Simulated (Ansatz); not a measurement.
`CNCO`, charge 0, multiplicity 1.

(1) Give a relaxed structure at PBE0-D4/def2-TZVP (Ansatz). (Estimate.)

## Answers

(1) Ansatz gave: 
```xyz
11

C    -0.9725    1.0602   -0.0668
N     0.0114    0.2063    0.5635
C     0.5429   -0.8083   -0.3081
O     1.6181   -1.4647    0.2996
H    -1.3451    1.7859    0.6579
H    -1.8374    0.5223   -0.4867
H    -0.5029    1.6184   -0.8813
H    -0.3755   -0.2332    1.3903
H     0.8380   -0.3095   -1.2438
H    -0.1762   -1.6009   -0.5650
H     2.1993   -0.7764    0.6404
```
This is one stationary point; other conformers may exist.
